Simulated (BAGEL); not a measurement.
# UHF/6-31G(d) (density fitting with qzvpp-jkfit, spherical functions) run of SiH2SF (SMILES F[SiH2][S])

What is the energy change on altering one bond length of SiH2SF at UHF/6-31G* (density fitting with qzvpp-jkfit, spherical functions)? 

Program for the calculation: BAGEL 1.2.2.

## (1) Starting point

SiH2SF has 5 atoms, charge 0, and is taken as a doublet. As SMILES, `F[SiH2][S]`. The shape is that of a PBE0-D4/def2-TZVP optimisation.

Bond lengths: F1–Si2 1.596 Å, Si2–S3 2.099 Å, Si2–H4 1.482 Å, Si2–H5 1.482 Å. Angles: F1–Si2–S3 114.0°, F1–Si2–H4 107.4°, F1–Si2–H5 107.4°, S3–Si2–H4 107.4°, S3–Si2–H5 107.4°, H4–Si2–H5 113.3°.

## (2) The energy at UHF/6-31G(d) (density fitting with qzvpp-jkfit, spherical functions)

File hf.json:

```json
{ "bagel": [

{
  "title": "molecule",
  "basis": "6-31gs.json",
  "df_basis": "qzvpp-jkfit",
  "angstrom": true,
  "geometry": [
    { "atom": "F", "xyz": [   -0.324300,   -0.023300,    1.585400 ] },
    { "atom": "Si", "xyz": [    0.086000,   -0.081000,    0.044500 ] },
    { "atom": "S", "xyz": [   -1.148000,    1.061300,   -1.211000 ] },
    { "atom": "H", "xyz": [   -0.023500,   -1.493100,   -0.391000 ] },
    { "atom": "H", "xyz": [    1.459700,    0.462600,   -0.069300 ] }
  ]
},
{
  "title": "uhf",
  "charge": 0,
  "nopen": 1
},
{
  "title": "print",
  "file": "orbitals.molden",
  "orbitals": true
}

]}
```

The basis set 6-31G* is read from a file made from the Basis Set Exchange's data (not shown).

Launch:

```
$ BAGEL_NUM_THREADS=1 BAGEL hf.json > hf.out
```

The log of the run:

```text
* using 1 threads per process

  ===============================================================
  ===============================================================

  *** Geometry ***

  { "atom" : "F", "xyz" : [     -0.612838,     -0.044031,      2.995972 ] },
  { "atom" : "Si", "xyz" : [      0.162516,     -0.153068,      0.084093 ] },
  { "atom" : "S", "xyz" : [     -2.169406,      2.005566,     -2.288458 ] },
  { "atom" : "H", "xyz" : [     -0.044409,     -2.821550,     -0.738883 ] },
  { "atom" : "H", "xyz" : [      2.758433,      0.874187,     -0.130958 ] },

  Number of auxiliary basis functions:      369

  Since a DF basis is specified, we compute 2- and 3-index integrals:
    o Being stored without compression. Storage requirement is 0.009 GB

  Number of basis functions:       54
  Number of electrons      :       41

    * METHOD: MOLECULE                             0.11

  *** Open-shell HF ***

  === Nuclear Repulsion ===
   142.6437017366

      * DIIS with orbital gradients will be used.

  === UHF iteration (6-31gs.json) ===
      0       -786.93417177          0.04537684           0.05
      1       -787.04128147          0.02864710           0.05
      2       -787.07459522          0.01740557           0.05
      3       -787.09187924          0.00150934           0.05
      4       -787.09254938          0.00034765           0.05
      5       -787.09260316          0.00009315           0.05
      6       -787.09261672          0.00001819           0.05
      7       -787.09261963          0.00000651           0.05
      8       -787.09262059          0.00000267           0.05
      9       -787.09262084          0.00000096           0.05
     10       -787.09262087          0.00000041           0.05
     11       -787.09262087          0.00000012           0.05
     12       -787.09262087          0.00000003           0.05
     13       -787.09262087          0.00000002           0.05
     14       -787.09262087          0.00000001           0.05
     15       -787.09262087          0.00000001           0.05
    * SCF iteration converged.

    * S^2 (UHF) is 0.7574

    * Permanent dipole moment:
           (   -0.415023,     0.272829,     0.254156) a.u.

    * METHOD: UHF                                  0.94

    * METHOD: PRINT                                0.01

  ===============================================================
```

It took 1.2 s on 1 thread of Arm Neoverse V2, shared host.

## (3) The distorted shape at the same level

File input.json:

```json
{ "bagel" : [

{
  "title" : "molecule",
  "basis" : "6-31gs.json",
  "df_basis" : "qzvpp-jkfit",
  "angstrom" : true,
  "geometry" : [
    { "atom" : "F", "xyz" : [      -0.530372,      -0.104847,       1.602471 ] },
    { "atom" : "Si", "xyz" : [      -0.120072,      -0.162547,       0.061571 ] },
    { "atom" : "S", "xyz" : [      -1.354072,       0.979753,      -1.193929 ] },
    { "atom" : "H", "xyz" : [      -0.229572,      -1.574647,      -0.373929 ] },
    { "atom" : "H", "xyz" : [       1.459700,       0.462600,      -0.069300 ] }
  ]
},

{
  "title" : "uhf",
  "nopen" : 1
},

{
  "title" : "print",
  "file" : "orbitals.molden",
  "orbitals" : true
}

]}
```

The basis set 6-31G* is read from a file made from the Basis Set Exchange's data (not shown).

Launch:

```
$ BAGEL_NUM_THREADS=1 BAGEL input.json > input.out
```

The log of the run:

```text
* using 1 threads per process

  ===============================================================
  ===============================================================

  *** Geometry ***

  { "atom" : "F", "xyz" : [     -1.002258,     -0.198132,      3.028231 ] },
  { "atom" : "Si", "xyz" : [     -0.226903,     -0.307169,      0.116352 ] },
  { "atom" : "S", "xyz" : [     -2.558825,      1.851465,     -2.256199 ] },
  { "atom" : "H", "xyz" : [     -0.433828,     -2.975652,     -0.706623 ] },
  { "atom" : "H", "xyz" : [      2.758433,      0.874187,     -0.130958 ] },

  Number of auxiliary basis functions:      369

  Since a DF basis is specified, we compute 2- and 3-index integrals:
    o Being stored without compression. Storage requirement is 0.009 GB

  Number of basis functions:       54
  Number of electrons      :       41

    * METHOD: MOLECULE                             0.11

  *** Open-shell HF ***

  === Nuclear Repulsion ===
   141.6909273443

      * DIIS with orbital gradients will be used.

  === UHF iteration (6-31gs.json) ===
      0       -786.90943379          0.04553459           0.05
      1       -787.02096854          0.02908191           0.05
      2       -787.05719570          0.01772695           0.05
      3       -787.07541836          0.00174084           0.05
      4       -787.07642914          0.00046761           0.05
      5       -787.07653549          0.00015256           0.05
      6       -787.07656931          0.00007371           0.05
      7       -787.07658371          0.00005071           0.05
      8       -787.07659446          0.00002072           0.05
      9       -787.07659511          0.00001508           0.06
     10       -787.07659541          0.00001368           0.06
     11       -787.07659581          0.00001291           0.06
     12       -787.07659625          0.00001227           0.06
     13       -787.07659691          0.00001096           0.05
     14       -787.07659786          0.00000836           0.05
     15       -787.07659869          0.00000620           0.05
     16       -787.07659927          0.00000468           0.05
     17       -787.07659959          0.00000338           0.05
     18       -787.07659973          0.00000210           0.05
     19       -787.07659975          0.00000150           0.05
     20       -787.07659976          0.00000105           0.05
     21       -787.07659976          0.00000074           0.05
     22       -787.07659977          0.00000064           0.05
     23       -787.07659977          0.00000059           0.05
     24       -787.07659977          0.00000048           0.05
     25       -787.07659977          0.00000035           0.05
     26       -787.07659977          0.00000028           0.05
     27       -787.07659977          0.00000020           0.05
     28       -787.07659977          0.00000013           0.05
     29       -787.07659978          0.00000010           0.05
     30       -787.07659978          0.00000007           0.05
     31       -787.07659978          0.00000004           0.05
     32       -787.07659978          0.00000002           0.05
     33       -787.07659978          0.00000002           0.05
     34       -787.07659978          0.00000002           0.05
     35       -787.07659978          0.00000002           0.05
     36       -787.07659978          0.00000001           0.05
     37       -787.07659978          0.00000001           0.05
     38       -787.07659978          0.00000001           0.06
    * SCF iteration converged.

    * S^2 (UHF) is 0.7579

    * Permanent dipole moment:
           (   -0.259468,     0.318740,     0.260845) a.u.

    * METHOD: UHF                                  2.19

    * METHOD: PRINT                                0.01

  ===============================================================
```

Run time: 2.5 s. Hardware: 1 thread of Arm Neoverse V2, shared host.

## (4) Outcome

Level: UHF/6-31G* (density fitting with qzvpp-jkfit, spherical functions).

```
                                                          quantity          value
                                         first shape: total energy  -787.09262 Eh
                                        first shape: dipole moment         1.42 D
                                                 first shape: ⟨S²⟩          0.757
                                     distorted shape: total energy  -787.07660 Eh
                                    distorted shape: dipole moment         1.24 D
                                             distorted shape: ⟨S²⟩          0.758
energy change with the Si2–H5 bond stretched from 1.482 to 1.704 Å       0.436 eV
```

What this shows: With the Si2–H5 bond stretched from 1.482 to 1.704 Å the energy rises by 0.44 eV (10.1 kcal/mol). The first shape isn't relaxed at this level, so the change isn't measured from a minimum.
